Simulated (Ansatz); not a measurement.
**SiNH₃ (singlet): wave-function methods side by side at distance Si1–H3 = 2.123 Å, cc-pVDZ**

The task here is to estimate one member of a computed series from the others.

Program: Ansatz 0.2.0, Gaussian basis. Level of theory: cc-pVDZ, core rule «outside noble gas», up to 6 orbitals frozen. These are calculated values, not measurements.

To be run: UHF; CCSD(T) on RHF; BCCD(T) on RHF; CISD; CCSDT(Q) on RHF; CASSCF and MRCISD+Q, 2 electrons in 2 orbitals; CASSCF and NEVPT2, 2 electrons in 2 orbitals.

27 further runs of the same task are left out: 2 for a known fault of the program, 17 that didn't finish, 8 set aside as unsound or not needed.

## What is computed

The geometry derives from a PBE0/def2-TZVP stationary point (not a proven minimum). One bond is set to the value named and the two fragments are kept rigid.

5 atoms, charge 0, spin multiplicity 1.

Atoms are counted from 1 here; the program's logs count them from 0.

Bond lengths: Si1–N2 1.707 Å, N2–H4 1.008 Å, N2–H5 1.008 Å. Angles: Si1–N2–H4 126.3°, Si1–N2–H5 121.7°, H4–N2–H5 112.0°.

The first run:

Input file in.yaml:

```yaml
crystal:
  periodic: [false, false, false]
  atoms:
    - {symbol: Si, position_ang: [0.000000, -0.094178, 0.622625]}
    - {symbol: N, position_ang: [0.000000, 0.036352, -1.079405]}
    - {symbol: H, position_ang: [0.000000, 2.005605, 0.935740]}
    - {symbol: H, position_ang: [0.000000, 0.892144, -1.612036]}
    - {symbol: H, position_ang: [0.000000, -0.778719, -1.672897]}
basis:
  gaussian: {orbitals: cc-pVDZ}
magnetization: {spin_polarized: true, initial_magnetization: 0}
hamiltonian: {xc: hf}
output: {orbitals: {seedname: orbitals}}
```

Run with:

```console
$ ansatz run in.yaml --threads 1 --pin off --events-out ev --progress --plain --max-ram 2393MiB
```

Steps of the session up to this table: UHF; CCSD(T) on RHF; BCCD(T) on RHF; CISD; CCSDT(Q) on RHF; CASSCF and MRCISD+Q, 2 electrons in 2 orbitals; CASSCF and NEVPT2, 2 electrons in 2 orbitals.

One table of the session follows, with a row left open; its other results are not shown here.

| method | from RCCSDT(Q) (kJ/mol) |
| --- | --- |
| RHF | +806.3 |
| RMP2 | +116.0 |
| CISD | +104.1 |
| RCCSD | +28.5 |
| RCCSD(T) | +4.7 |
| BCCD(T) | +4.5 |
| RCCSDT | +2.1 |
| RCCSDT(Q) | 0 |
| CASSCF pair | +739.1 |
| NEVPT2 pair | ? |
| MRCISD pair | +81.9 |
| MRCISD+Q pair | +12.5 |

**Question.** Estimate the row for NEVPT2 pair.

**Answer.** from RCCSDT(Q) (kJ/mol): +98.0. In the column «from RCCSDT(Q) (kJ/mol)» it lies between MRCISD pair (+81.9) and CISD (+104.1).
